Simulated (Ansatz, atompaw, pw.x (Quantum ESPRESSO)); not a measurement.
What a changed setting does to a pw.x run (fcc Pd)

Potential: PAW, atompaw 4.2.0.5, LDA (PW92); core [Ar] 3d10, reference 4s2 4p6 4d9 5s1 5p0; waves: 4s (bound): rc 1.50 bohr; 5s (bound): rc 1.50 bohr; 4p (bound): rc 1.80 bohr; 5p (bound, empty): rc 2.35 bohr; 4d (bound): rc 1.90 bohr; 4d channel at 1.8 Ry: rc 2.35 bohr; local part: bessel scheme, radius 1.60 bohr; core correction: smooth core density matched at 1.80 bohr; augmentation: sinc compensation charge, radius 1.75 bohr; PAW radius 2.35 bohr; waves and projectors: custom rrkj vanderbiltortho.

The reference run (k-mesh 15³, cutoffs 85/850 Ry, Fermi–Dirac 0.01 Ry, mixing_beta 0.4, conv_thr 1e-9, no spin) gives 0.70 GPa at 14.233 Å³/atom, where all-electron LAPW gives -0.81 GPa. This run, with its own iteration cap, changes mixing_ndim to 16.

```
&control
  calculation='scf', prefix='x', pseudo_dir='./', outdir='./tmp', tstress=.true., disk_io='none'
/
&system
  ibrav=0, nat=1, ntyp=1, ecutwfc=85, ecutrho=850, nbnd=17,
  occupations='smearing', smearing='fd', degauss=0.01
/
&electrons
  conv_thr=1e-09, mixing_beta=0.4, electron_maxstep=50, mixing_ndim=16
/
ATOMIC_SPECIES
Pd 1.0 Pd.UPF
CELL_PARAMETERS angstrom
  0.00000000 1.92348506 1.92348506
  1.92348506 0.00000000 1.92348506
  1.92348506 1.92348506 0.00000000
ATOMIC_POSITIONS crystal
Pd 0.0000 0.0000 0.0000
K_POINTS automatic
15 15 15 0 0 0
```

```bash
pw.x < Pd.scf.in > Pd.scf.out
```

Question: How does the run end?

Answer: It converges in 9 iterations; the free energy moves by +0.0 meV/atom and the pressure by +0.00 GPa. The result is that of the reference run.

```
Message from routine setup:
     using ibrav=0 with symmetry is DISCOURAGED, use correct ibrav instead
     lattice parameter (alat)  =       5.1405  a.u.
     unit-cell volume          =      96.0490 (a.u.)^3
     number of electrons       =        18.00
     number of Kohn-Sham states=           17
     kinetic-energy cutoff     =      85.0000  Ry
     charge density cutoff     =     850.0000  Ry
     scf convergence threshold =      1.0E-09
     Exchange-correlation= SLA PW NOGX NOGC
     number of k points=   120  Fermi-Dirac smearing, width (Ry)=  0.0100
     iteration #  1     ecut=    85.00 Ry     beta= 0.40
     total energy              =    -502.49782446 Ry
     estimated scf accuracy    <       0.09837912 Ry
     iteration #  2     ecut=    85.00 Ry     beta= 0.40
     total energy              =    -502.51501335 Ry
     estimated scf accuracy    <       0.00271520 Ry
     iteration #  3     ecut=    85.00 Ry     beta= 0.40
     total energy              =    -502.51527338 Ry
     estimated scf accuracy    <       0.00042472 Ry
     iteration #  4     ecut=    85.00 Ry     beta= 0.40
     total energy              =    -502.51531264 Ry
     estimated scf accuracy    <       0.00004166 Ry
     iteration #  5     ecut=    85.00 Ry     beta= 0.40
     total energy              =    -502.51531150 Ry
     estimated scf accuracy    <       0.00001248 Ry
     iteration #  6     ecut=    85.00 Ry     beta= 0.40
     total energy              =    -502.51531153 Ry
     estimated scf accuracy    <       0.00000086 Ry
     iteration #  7     ecut=    85.00 Ry     beta= 0.40
     total energy              =    -502.51531162 Ry
     estimated scf accuracy    <       0.00000002 Ry
     iteration #  8     ecut=    85.00 Ry     beta= 0.40
     total energy              =    -502.51531163 Ry
     estimated scf accuracy    <          4.3E-09 Ry
     iteration #  9     ecut=    85.00 Ry     beta= 0.40
     the Fermi energy is    20.2594 ev
!    total energy              =    -502.51531163 Ry
     estimated scf accuracy    <          3.2E-10 Ry
     smearing contrib. (-TS)   =      -0.00713484 Ry
     convergence has been achieved in   9 iterations
          total   stress  (Ry/bohr**3)                   (kbar)     P=        7.02
     Message from routine punch:
     Nothing written, as per user request (disk_io='none')
```

The run took about 30 s on one core of a shared host (AMD EPYC 7R13 Processor, 48 threads, 185 GiB, load 18).
